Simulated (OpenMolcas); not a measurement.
**A workflow on H3O+ (oxonium)**

We compute a single-point energy (UHF/STO-3G), then the energy (CASSCF(2,2)/STO-3G), then the energy (CASPT2(2,2)/STO-3G), then the energy (SC-NEVPT2(2,2)/STO-3G), then a single-point energy (MRCI(2,2)/STO-3G) of H3O+ (oxonium). 

Program for the calculation: OpenMolcas 26.06.

## 1. The molecule

The species is H3O+ (4 atoms), meant as a singlet with charge +1. SMILES: `[OH3+]`. The O1–H2 distance was set to 1.721 Å, away from the relaxed value. At this shape a bond of the SMILES string is far longer than usual.

Bond lengths: O1–H3 0.983 Å, O1–H4 0.984 Å. Angles: H3–O1–H4 112.0°.

## 2. The energy at UHF/STO-3G (run 1)

step1.inp

```
>>> EXPORT MOLCAS_PRINT=2

&GATEWAY
  BasLib=$CurrDir
  BasisSet
  O.STO-3G....
  O1 0.182415 -0.796368 -0.111928 angstrom
  End of Basis
  BasisSet
  H.STO-3G....
  H2 0.214230 0.919440 0.016470 angstrom
  H3 -0.427045 -1.101968 -0.820708 angstrom
  H4 -0.010505 -1.227148 0.751092 angstrom
  End of Basis

&SEWARD

&SCF
  UHF
  Charge=1
  Scramble=0.25
  PrOrbitals=1 1
```

The basis set STO-3G is read from a file made from the Basis Set Exchange's data (not shown).

Run with:

```sh
$ export MOLCAS_MEM=1860
$ pymolcas step1.inp > step1.log
```

Standard output:

```text
--- Start Module: gateway ---
[...]
--- Stop Module: gateway /rc=_RC_ALL_IS_WELL_ ---
--- Start Module: seward ---
[...]
      Basis functions            8
--- Stop Module: seward /rc=_RC_ALL_IS_WELL_ ---
--- Start Module: scf ---
[...]
       Convergence after  27 Iterations
[...]
::    Total SCF energy                                -75.1581315369
[...]
      Total spin, S                                     0.3913594024
[...]
      Total electronic charge=   10.000000
      Total            charge=    1.000000
[...]
      Dipole Moment (debye):
      Origin of the operator (angstrom)=    0.1416   -0.7445   -0.0970
                   X= -1.8096E+00               Y=  5.3856E-01               Z=  5.2310E-01           Total=  1.9591E+00
      Center of Charge (angstrom)
[...]
--- Stop Module: scf /rc=_RC_ALL_IS_WELL_ ---
[...]
```

It took 1.6 s on 1 thread of AMD EPYC 9R45 (Zen 5), shared host; peak memory 0.37 GiB.

## 3. The energy at CASSCF(2,2)/STO-3G (run 2)

step2.inp

```
&GATEWAY
 BasLib=$CurrDir
 BasisSet
 O.STO-3G....
 O1 0.182415 -0.796368 -0.111928 angstrom
 End of Basis
 BasisSet
 H.STO-3G....
 H2 0.214230 0.919440 0.016470 angstrom
 H3 -0.427045 -1.101968 -0.820708 angstrom
 H4 -0.010505 -1.227148 0.751092 angstrom
 End of Basis

&SEWARD

&RASSCF
 FileOrb=$CurrDir/step1.UnaOrb
 Spin=1
 Nactel=2 0 0
 Inactive=4
 Ras2=2
 OrbListing=Nothing
 OrbAppear=Compact
```

The basis set STO-3G is read from a file made from the Basis Set Exchange's data (not shown).

Run with:

```sh
$ export MOLCAS_MEM=1860
$ pymolcas step2.inp > step2.log
```

Standard output:

```text
--- Start Module: gateway ---
[...]
--- Stop Module: gateway /rc=_RC_ALL_IS_WELL_ ---
--- Start Module: seward ---
[...]
      Basis functions            8
--- Stop Module: seward /rc=_RC_ALL_IS_WELL_ ---
--- Start Module: rasscf ---
[...]
      Number of active orbitals                  2
[...]
      Spin quantum number                      0.0
[...]
      Active orbitals                            2
[...]
      Number of CSFs                             3
[...]
      Number of root(s) required                 1
[...]
      Convergence after 12 iterations
[...]
      printout of CI-coefficients larger than  0.05 for root  1
      energy=     -75.193977
      conf/sym  11     Coeff  Weight
             1  20   0.95733 0.91649
             3  02  -0.28899 0.08351
      Natural orbitals and occupation numbers for root  1
      sym 1:   1.832974   0.167026
      ************************************************************************************************************************
      *                                                    Final results                                                     *
[...]
::    RASSCF root number  1 Total energy:    -75.19397740
[...]
      Total electronic charge=   10.000000
      Total            charge=    1.000000
[...]
      Dipole Moment (debye):
      Origin of the operator (angstrom)=    0.1416   -0.7445   -0.0970
                   X= -1.8020E+00               Y=  7.1923E-01               Z=  5.3549E-01           Total=  2.0128E+00
      Center of Charge (angstrom)
[...]
--- Stop Module: rasscf /rc=_RC_ALL_IS_WELL_ ---
[...]
```

Wall time 1.5 s (1 thread of AMD EPYC 9R45 (Zen 5), shared host); peak memory 0.37 GiB.

## 4. The energy at CASPT2(2,2)/STO-3G (run 3)

step3.input

```
&GATEWAY
 BasLib = $CurrDir
 BasisSet
 O.STO-3G....
 O1 0.182415 -0.796368 -0.111928 angstrom
 End of Basis
 BasisSet
 H.STO-3G....
 H2 0.214230 0.919440 0.016470 angstrom
 H3 -0.427045 -1.101968 -0.820708 angstrom
 H4 -0.010505 -1.227148 0.751092 angstrom
 End of Basis

&SEWARD

&RASSCF
 FileOrb = $CurrDir/step2.RasOrb
 Spin = 1
 Nactel = 2 0 0
 Inactive = 4
 Ras2 = 2
 OrbListing = Nothing
 OrbAppear = Compact

&CASPT2
 Imaginary = 0.1
 Frozen = 1
```

The basis set STO-3G is read from a file made from the Basis Set Exchange's data (not shown).

Run with:

```sh
$ export MOLCAS_MEM=1860
$ pymolcas step3.input > step3.log
```

Standard output:

```text
--- Start Module: gateway ---
[...]
--- Stop Module: gateway /rc=_RC_ALL_IS_WELL_ ---
[...]
      Basis functions            8
[...]
--- Start Module: rasscf ---
[...]
      Number of active orbitals                  2
[...]
      Spin quantum number                      0.0
[...]
      Active orbitals                            2
[...]
      Number of CSFs                             3
[...]
      Number of root(s) required                 1
[...]
      Convergence after  4 iterations
[...]
      printout of CI-coefficients larger than  0.05 for root  1
      energy=     -75.193977
      conf/sym  11     Coeff  Weight
             1  20   0.95733 0.91649
             3  02  -0.28899 0.08351
      Natural orbitals and occupation numbers for root  1
      sym 1:   1.832975   0.167025
      ************************************************************************************************************************
      *                                                    Final results                                                     *
[...]
::    RASSCF root number  1 Total energy:    -75.19397740
[...]
      Total electronic charge=   10.000000
      Total            charge=    1.000000
[...]
      Dipole Moment (debye):
      Origin of the operator (angstrom)=    0.1416   -0.7445   -0.0970
                   X= -1.8020E+00               Y=  7.1923E-01               Z=  5.3549E-01           Total=  2.0128E+00
      Center of Charge (angstrom)
[...]
--- Stop Module: rasscf /rc=_RC_ALL_IS_WELL_ ---
--- Start Module: caspt2 ---
[...]
 ###    WARNING: User changed nr of frozen orbitals.                         ###
 ###############################################################################
[...]
      E2 (Variational):          -0.0387422971
      Total energy:             -75.2327197005
[...]
      Reference weight:           0.98491
[...]
::    CASPT2 Root  1     Total energy:    -75.23271970
[...]
--- Stop Module: caspt2 /rc=_RC_ALL_IS_WELL_ ---
[...]
```

Run time: 1.4 s. Hardware: 1 thread of AMD EPYC 9R45 (Zen 5), shared host; peak memory 0.37 GiB.

## 5. The energy at SC-NEVPT2(2,2)/STO-3G (run 4)

step4.input

```
>>> EXPORT MOLCAS_PRINT=2

&GATEWAY
 BasLib = $CurrDir
 BasisSet
 O.STO-3G....
 O1 0.182415 -0.796368 -0.111928 angstrom
 End of Basis
 BasisSet
 H.STO-3G....
 H2 0.214230 0.919440 0.016470 angstrom
 H3 -0.427045 -1.101968 -0.820708 angstrom
 H4 -0.010505 -1.227148 0.751092 angstrom
 End of Basis

&SEWARD

&RASSCF
 FileOrb = $CurrDir/step2.RasOrb
 Spin = 1
 Nactel = 2 0 0
 Inactive = 4
 Ras2 = 2
 OrbListing = Nothing
 OrbAppear = Compact

&CASPT2
 SC-NEVPT2
 Frozen = 1
```

The basis set STO-3G is read from a file made from the Basis Set Exchange's data (not shown).

Run with:

```sh
$ export MOLCAS_MEM=1860
$ pymolcas step4.input > step4.log
```

Standard output:

```text
--- Start Module: gateway ---
[...]
--- Stop Module: gateway /rc=_RC_ALL_IS_WELL_ ---
[...]
      Basis functions            8
[...]
--- Start Module: rasscf ---
[...]
      Number of active orbitals                  2
[...]
      Spin quantum number                      0.0
[...]
      Active orbitals                            2
[...]
      Number of CSFs                             3
[...]
      Number of root(s) required                 1
[...]
      Convergence after  4 iterations
[...]
      printout of CI-coefficients larger than  0.05 for root  1
      energy=     -75.193977
      conf/sym  11     Coeff  Weight
             1  20   0.95733 0.91649
             3  02  -0.28899 0.08351
      Natural orbitals and occupation numbers for root  1
      sym 1:   1.832975   0.167025
      ************************************************************************************************************************
      *                                                    Final results                                                     *
[...]
::    RASSCF root number  1 Total energy:    -75.19397740
[...]
      Total electronic charge=   10.000000
      Total            charge=    1.000000
[...]
      Dipole Moment (debye):
      Origin of the operator (angstrom)=    0.1416   -0.7445   -0.0970
                   X= -1.8020E+00               Y=  7.1923E-01               Z=  5.3549E-01           Total=  2.0128E+00
      Center of Charge (angstrom)
[...]
--- Stop Module: rasscf /rc=_RC_ALL_IS_WELL_ ---
--- Start Module: caspt2 ---
[...]
 ###    WARNING: User changed nr of frozen orbitals.                         ###
 ###############################################################################
[...]
      E2 (Variational):          -0.0396334079
[...]
      E2 (Variational):          -0.0395269165
      Total energy:             -75.2335043198
[...]
      Reference weight:           0.98406
[...]
::    SC-NEVPT2 Root  1     Total energy:    -75.23350432
[...]
--- Stop Module: caspt2 /rc=_RC_ALL_IS_WELL_ ---
[...]
```

Run time: 1.4 s. Hardware: 1 thread of AMD EPYC 9R45 (Zen 5), shared host; peak memory 0.37 GiB.

## 6. The energy at MRCI(2,2)/STO-3G (run 5)

step5.inp

```
&gateway
 baslib
 $CurrDir
 basisset
 O.STO-3G....
 O1 0.182415 -0.796368 -0.111928 angstrom
 End of Basis
 basisset
 H.STO-3G....
 H2 0.214230 0.919440 0.016470 angstrom
 H3 -0.427045 -1.101968 -0.820708 angstrom
 H4 -0.010505 -1.227148 0.751092 angstrom
 End of Basis

&seward

&rasscf
 fileorb
 $CurrDir/step2.RasOrb
 spin
 1
 nactel
 2 0 0
 inactive
 4
 ras2
 2
 orblisting
 Nothing
 orbappear
 Compact

&motra
 lumorb
 frozen
 1

&guga
 electrons
 8
 spin
 1
 inactive
 3
 active
 2
 ciall
 1

&mrci
 sdci
```

The basis set STO-3G is read from a file made from the Basis Set Exchange's data (not shown).

Run with:

```sh
$ export MOLCAS_MEM=1860
$ pymolcas step5.inp > step5.log
```

Standard output:

```text
--- Start Module: gateway ---
[...]
--- Stop Module: gateway /rc=_RC_ALL_IS_WELL_ ---
[...]
      Basis functions            8
[...]
      Number of active orbitals                  2
[...]
      Spin quantum number                      0.0
[...]
      Active orbitals                            2
[...]
      Number of CSFs                             3
[...]
      Number of root(s) required                 1
[...]
      Convergence after  4 iterations
[...]
      printout of CI-coefficients larger than  0.05 for root  1
      energy=     -75.193977
      conf/sym  11     Coeff  Weight
             1  20   0.95733 0.91649
             3  02  -0.28899 0.08351
      Natural orbitals and occupation numbers for root  1
      sym 1:   1.832975   0.167025
      ************************************************************************************************************************
      *                                                    Final results                                                     *
[...]
::    RASSCF root number  1 Total energy:    -75.19397740
[...]
      Dipole Moment (debye):
      Origin of the operator (angstrom)=    0.1416   -0.7445   -0.0970
                   X= -1.8020E+00               Y=  7.1923E-01               Z=  5.3549E-01           Total=  2.0128E+00
      Center of Charge (angstrom)
[...]
      *** WARNING: Default frozen orbitals is overwritten by user input.
      *** Default values:   1
[...]
--- Start Module: guga ---
[...]
--- Stop Module: guga /rc=_RC_ALL_IS_WELL_ ---
--- Start Module: mrci ---
[...]
       (But an ACPF correction will be computed)
       USE THE DEFAULT ACPF G-VALUE GFAC=  0.25000000000000000
[...]
                      CI ENERGY:   -75.24447373
[...]
                ACPF CORRECTION:    -0.00105883
[...]
      Total electronic charge=   10.000000
      Total            charge=    1.000000
[...]
     ACPF CORRECTION:     -0.00105883
[...]
  CI State   1     Total energy:    -75.24447373     QDav:     -0.00142171     QACPF:     -0.00105883
[...]
--- Stop Module: mrci /rc=_RC_ALL_IS_WELL_ ---
[...]
```

It took 1.5 s on 1 thread of AMD EPYC 9R45 (Zen 5), shared host; peak memory 0.37 GiB.

## 7. Outcome

```
                                  quantity         value
           run 1, UHF/STO-3G: total energy  -75.15813 Eh
            run 1, UHF/STO-3G: HOMO energy     -20.06 eV
            run 1, UHF/STO-3G: LUMO energy      -5.62 eV
          run 1, UHF/STO-3G: HOMO–LUMO gap      14.45 eV
                   run 1, UHF/STO-3G: ⟨S²⟩         0.545
   run 2, CASSCF(2,2)/STO-3G: total energy  -75.19398 Eh
   run 3, CASPT2(2,2)/STO-3G: total energy  -75.23272 Eh
run 4, SC-NEVPT2(2,2)/STO-3G: total energy  -75.23350 Eh
     run 5, MRCI(2,2)/STO-3G: total energy  -75.24447 Eh
```

⟨S²⟩ (run 1, UHF/STO-3G) is 0.54 where a pure singlet has 0.00: the reference is spin-contaminated. Mulliken charges (run 2, CASSCF(2,2)/STO-3G) run from -0.09 on O1 to +0.41 on H3; they depend strongly on the basis. Mulliken charges (run 3, CASPT2(2,2)/STO-3G) of the CASSCF density run from -0.09 on O1 to +0.41 on H3; they depend strongly on the basis. Mulliken charges (run 5, MRCI(2,2)/STO-3G) of the CASSCF density run from -0.09 on O1 to +0.41 on H3; they depend strongly on the basis.
